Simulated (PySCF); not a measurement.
Ionisation energies (eV) were calculated with PySCF 2.14 by UHF, PBE, MP2 (valence), in another order, as differences of total energies without spin-orbit coupling. The measured values are between term centres (NIST).

```csv
species,measured,A,B,C
"F⁺ (aug-cc-pwCVTZ, non-relativistic)",34.950,34.633,35.422,33.374
"Ne (aug-cc-pCVTZ-DK, spin-free X2C)",21.597,21.651,21.664,19.670
"Si (aug-cc-pwCVTZ, non-relativistic)",8.157,8.051,8.199,7.638
"Co (aug-cc-pwCVTZ-DK, spin-free X2C)",7.869,7.399,7.777,8.299
"In (aug-cc-pwCVTZ-DK3, spin-free X2C)",5.603,5.410,5.601,5.219
"Ta (aug-cc-pwCVTZ-PP with ECP60MDF, ECP)",7.573,6.953,7.225,5.736
"Re (aug-cc-pwCVTZ-PP with ECP60MDF, ECP)",7.834,7.375,7.552,5.924
"Pb⁺ (aug-cc-pwCVTZ-PP with ECP60MDF, ECP)",13.869,13.409,13.712,13.213
```

Problem. Which column is which method?

Solution. A is MP2 (valence) (mean error -0.32 eV); B is PBE (mean error -0.04 eV); C is UHF (mean error -1.05 eV). Valence MP2 in a finite basis recovers only part of the missing correlation, so it stays below experiment on average. PBE, with gradient corrections, lies close to experiment on average, with errors of both signs. Hartree-Fock lacks the correlation of the electron removed and comes out lowest.
